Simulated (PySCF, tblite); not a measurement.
# C5H8O: a rotation path, then NMR shifts on frames

How do NMR shifts of C5H8O (`OCC1=CCC1`) change as the atoms move?

Programs: tblite 0.8.0 and PySCF 2.14.0, with density-fitted response routines of our own. Each step states its level of theory. These are calculated values for one molecule in the gas phase, unless marked as measured. Atoms count from 0, in the outputs and in this text.

### Step 1. The molecule as given

14 atoms, charge 0, multiplicity 1; geometry from: GFN2-xTB.

Bonds of the start (Å): O0–C1 1.41, C1–C2 1.49, C2–C3 1.33, C3–C4 1.50, C4–C5 1.55, C5–C2 1.51, O0–H6 0.96, C1–H7 1.10, C1–H8 1.10, C3–H9 1.08, C4–H10 1.09, C4–H11 1.09, C5–H12 1.09, C5–H13 1.09.

### Step 2. A band between two rotamers with GFN2-xTB

The job: settings as JSON, then the geometry in Å.

```
{"job": {"kind": "neb", "xc": "GFN2-xTB", "basis": "xTB", "atoms": [0, 1, 2, 5], "turn": 120}, "charge": 0, "multiplicity": 1}
O      2.468911     0.565306     0.718181
C      1.678371     0.200963    -0.388393
C      0.245087    -0.015821    -0.052876
C     -0.502910     0.082457     1.046768
C     -1.776061    -0.311264     0.349453
C     -0.910544    -0.424702    -0.931925
H      2.013049     1.263620     1.200625
H      1.751023     0.964811    -1.183183
H      2.115806    -0.723996    -0.780286
H     -0.310022     0.331636     2.074565
H     -2.220640    -1.246688     0.685123
H     -2.545136     0.459071     0.313201
H     -1.165531     0.280490    -1.721234
H     -0.842079    -1.426356    -1.352185
```

Method: GFN2-xTB climbing-image nudged elastic band, gas phase.

Launch:

```
$ OMP_NUM_THREADS=1 python probes_run.py task.json out
```

One launch serves the whole session: the jobs run in the order shown.

Log:

```text
image   E - E0 / eV
  0      -0.0000
  1       0.0067
  2       0.0213
  3       0.0356
  4       0.0433
  5       0.0428
  6       0.0373
  7       0.0329
  8       0.0323
```

It took 1.9 s on 1 thread of Arm Neoverse V1, shared host; peak memory 0.18 GiB.

The final band, with the dihedral O0–C1–C2–C5:

| image | dihedral (°) | energy (eV) | energy (kcal/mol) |
| --- | --- | --- | --- |
| 0 | -179 | 0.000 | 0.0 |
| 1 | -163 | 0.007 | 0.2 |
| 2 | -147 | 0.021 | 0.5 |
| 3 | -131 | 0.036 | 0.8 |
| 4 | -115 | 0.043 | 1.0 |
| 5 | -99 | 0.043 | 1.0 |
| 6 | -83 | 0.037 | 0.9 |
| 7 | -68 | 0.033 | 0.8 |
| 8 | -57 | 0.032 | 0.7 |

### Step 3. Shielding tensors: image 0, PBE0/pcSseg-1

The job: settings as JSON, then the geometry in Å.

```
{"job": {"kind": "nmr", "xc": "PBE0", "basis": "pcSseg-1", "pop": false}, "charge": 0, "multiplicity": 1}
O      2.468900     0.565300     0.718200
C      1.678400     0.201000    -0.388400
C      0.245100    -0.015800    -0.052900
C     -0.502900     0.082500     1.046800
C     -1.776100    -0.311300     0.349500
C     -0.910500    -0.424700    -0.931900
H      2.013000     1.263600     1.200600
H      1.751000     0.964800    -1.183200
H      2.115800    -0.724000    -0.780300
H     -0.310000     0.331600     2.074600
H     -2.220600    -1.246700     0.685100
H     -2.545100     0.459100     0.313200
H     -1.165500     0.280500    -1.721200
H     -0.842100    -1.426400    -1.352200
```

With the program's defaults for keys left out, this is: GIAO PBE0/pcSseg-1 NMR shielding, non-relativistic, gas phase.

Log:

```text
coarse grid: 11480 points
cycle   1  E = -270.0271959058  dE =  8.837e-01  |g| = 6.383e-01  |ddm| = 3.352e+00
cycle   2  E = -269.9713002659  dE =  5.590e-02  |g| = 8.586e-01  |ddm| = 1.246e+00
cycle   3  E = -270.1073362120  dE = -1.360e-01  |g| = 7.590e-02  |ddm| = 7.645e-01
cycle   4  E = -270.1081736366  dE = -8.374e-04  |g| = 4.370e-02  |ddm| = 9.888e-02
cycle   5  E = -270.1086229341  dE = -4.493e-04  |g| = 1.099e-02  |ddm| = 4.656e-02
cycle   6  E = -270.1086478615  dE = -2.493e-05  |g| = 4.096e-03  |ddm| = 1.166e-02
cycle   7  E = -270.1086517999  dE = -3.938e-06  |g| = 4.966e-04  |ddm| = 4.311e-03
final grid: 110224 points
cycle   8  E = -270.1564388156  dE = -2.974e-05  |g| = 9.500e-03  |ddm| = 3.141e-02
cycle   9  E = -270.1564251371  dE =  1.368e-05  |g| = 1.271e-02  |ddm| = 1.847e-02
cycle  10  E = -270.1564587246  dE = -3.359e-05  |g| = 1.093e-03  |ddm| = 1.063e-02
cycle  11  E = -270.1564589616  dE = -2.370e-07  |g| = 2.119e-04  |ddm| = 9.985e-04
cycle  12  E = -270.1564589677  dE = -6.049e-09  |g| = 1.357e-04  |ddm| = 2.957e-04
cycle  13  E = -270.1564589722  dE = -4.527e-09  |g| = 2.011e-05  |ddm| = 1.384e-04
cycle  14  E = -270.1564589723  dE = -8.265e-11  |g| = 7.059e-06  |ddm| = 2.273e-05
converged SCF energy = -270.1564589723

GIAO shielding tensors (ppm)
atom      isotropic    diamagn.    paramagn.     s11        s22        s33       span
  0 O      315.249     387.406     -72.156    283.489    299.379    362.881     79.392
  1 C      118.932     240.474    -121.542     97.417    105.912    153.469     56.052
  2 C       27.578     261.434    -233.856    -85.149     35.057    132.826    217.975
  3 C       54.955     251.596    -196.641    -46.758     54.576    157.046    203.804
  4 C      158.594     252.756     -94.162    144.327    163.074    168.382     24.055
  5 C      156.223     249.492     -93.269    146.157    157.853    164.660     18.503
  6 H       31.236      32.660      -1.424     22.545     29.340     41.821     19.276
  7 H       27.156      28.308      -1.152     22.537     27.451     31.480      8.943
  8 H       27.273      27.774      -0.502     23.365     27.357     31.095      7.730
  9 H       25.648      33.794      -8.145     24.435     24.939     27.572      3.137
 10 H       29.201      29.798      -0.597     25.891     26.990     34.724      8.833
 11 H       29.268      29.893      -0.625     26.025     27.062     34.716      8.691
 12 H       29.293      30.301      -1.008     26.325     27.331     34.222      7.897
 13 H       29.258      30.162      -0.904     26.146     27.277     34.350      8.205
```

Wall time 11 s (1 thread of Arm Neoverse V1, shared host); peak memory 0.69 GiB.

Shifts follow as δ = σ(reference) − σ, with reference shieldings (ppm) from runs at the same level and on the same kind of geometry: ¹H TMS 31.72, ¹³C TMS 186.9, ¹⁷O H2O 336.1. The references are single molecules in the gas phase, so shifts against H2O, NH3, PH3, H3PO4 or CFCl3 are not on the usual liquid scales and can be off by tens of ppm. Each atom is listed at this fixed geometry, with no averaging over motion; a spectrum would average atoms that exchange fast.

```
atoms                                 environment  σ (ppm)  δ (ppm)
   C2             fully substituted alkene carbon     27.6    159.3
   C3                                   alkene CH     55.0    132.0
   C1                 allylic sp3 CH2 bonded to O    118.9     68.0
   C5                             allylic sp3 CH2    156.2     30.7
   C4                             allylic sp3 CH2    158.6     28.3
   H9                    hydrogen on an alkene CH    25.65     6.07
   H7  hydrogen on an allylic sp3 CH2 bonded to O    27.16     4.56
   H8  hydrogen on an allylic sp3 CH2 bonded to O    27.27     4.44
  H10              hydrogen on an allylic sp3 CH2    29.20     2.52
  H13              hydrogen on an allylic sp3 CH2    29.26     2.46
  H11              hydrogen on an allylic sp3 CH2    29.27     2.45
  H12              hydrogen on an allylic sp3 CH2    29.29     2.42
   H6               hydrogen on an alcohol oxygen    31.24     0.48
   O0                              alcohol oxygen    315.2     20.8
```

Ring of atoms C2, C3, C4, C5: NICS(0) 0.2, NICS(1) -2.3, NICS(1)zz -0.3 ppm (means of both faces).

### Step 4. Nuclear shieldings: image 2, PBE0/pcSseg-1

The job: settings as JSON, then the geometry in Å.

```
{"job": {"kind": "nmr", "xc": "PBE0", "basis": "pcSseg-1", "pop": false}, "charge": 0, "multiplicity": 1}
O      2.526600     0.224700     0.674000
C      1.651200     0.324900    -0.427000
C      0.223600     0.074700    -0.079700
C     -0.552500     0.284500     0.985000
C     -1.780300    -0.299700     0.343100
C     -0.882300    -0.547800    -0.895200
H      2.156000     0.731500     1.404500
H      1.741800     1.322100    -0.895200
H      1.991700    -0.415300    -1.156800
H     -0.406200     0.702000     1.965700
H     -2.167000    -1.202000     0.813900
H     -2.602500     0.395800     0.182800
H     -1.167900     0.000900    -1.791400
H     -0.733000    -1.596600    -1.146000
```

Level: GIAO PBE0/pcSseg-1 NMR shielding, non-relativistic, gas phase.

Log:

```text
coarse grid: 11480 points
cycle   1  E = -270.0238882186  dE =  8.824e-01  |g| = 6.405e-01  |ddm| = 3.352e+00
cycle   2  E = -269.9684491971  dE =  5.544e-02  |g| = 8.602e-01  |ddm| = 1.216e+00
cycle   3  E = -270.1047747876  dE = -1.363e-01  |g| = 6.999e-02  |ddm| = 7.350e-01
cycle   4  E = -270.1054793828  dE = -7.046e-04  |g| = 3.957e-02  |ddm| = 8.965e-02
cycle   5  E = -270.1058406630  dE = -3.613e-04  |g| = 1.096e-02  |ddm| = 4.305e-02
cycle   6  E = -270.1058651341  dE = -2.447e-05  |g| = 4.286e-03  |ddm| = 1.167e-02
cycle   7  E = -270.1058695189  dE = -4.385e-06  |g| = 5.090e-04  |ddm| = 4.423e-03
final grid: 110224 points
cycle   8  E = -270.1532898736  dE = -2.858e-05  |g| = 9.353e-03  |ddm| = 2.883e-02
cycle   9  E = -270.1532770736  dE =  1.280e-05  |g| = 1.240e-02  |ddm| = 1.793e-02
cycle  10  E = -270.1533092667  dE = -3.219e-05  |g| = 1.030e-03  |ddm| = 1.023e-02
cycle  11  E = -270.1533094739  dE = -2.072e-07  |g| = 1.837e-04  |ddm| = 8.948e-04
cycle  12  E = -270.1533094780  dE = -4.044e-09  |g| = 1.175e-04  |ddm| = 2.422e-04
cycle  13  E = -270.1533094813  dE = -3.358e-09  |g| = 2.253e-05  |ddm| = 1.227e-04
cycle  14  E = -270.1533094814  dE = -1.119e-10  |g| = 7.238e-06  |ddm| = 2.369e-05
converged SCF energy = -270.1533094814

GIAO shielding tensors (ppm)
atom      isotropic    diamagn.    paramagn.     s11        s22        s33       span
  0 O      311.579     387.071     -75.492    279.672    296.883    358.183     78.511
  1 C      120.425     240.235    -119.810    100.534    106.295    154.446     53.912
  2 C       27.175     261.544    -234.369    -87.949     34.263    135.211    223.159
  3 C       54.220     252.287    -198.067    -49.858     55.641    156.877    206.735
  4 C      158.184     252.580     -94.396    143.849    163.286    167.415     23.566
  5 C      154.553     249.186     -94.632    144.235    154.820    164.605     20.371
  6 H       31.150      32.407      -1.257     22.151     29.546     41.754     19.604
  7 H       27.026      28.104      -1.078     22.822     26.890     31.366      8.544
  8 H       27.615      28.153      -0.537     23.645     27.804     31.397      7.753
  9 H       25.688      33.847      -8.159     24.507     24.927     27.629      3.122
 10 H       29.200      29.827      -0.627     25.922     27.045     34.633      8.710
 11 H       29.236      29.805      -0.569     25.982     27.063     34.664      8.683
 12 H       29.200      30.154      -0.954     26.188     27.362     34.051      7.863
 13 H       29.146      30.177      -1.031     26.267     27.117     34.054      7.787
```

Wall time 11 s (1 thread of Arm Neoverse V1, shared host); peak memory 0.76 GiB.

Key values: δ C2 159.8, C3 132.7, C1 66.5, C5 32.4, H9 6.03, H7 4.69 ppm.

(Part 1 of 2 ends here.)
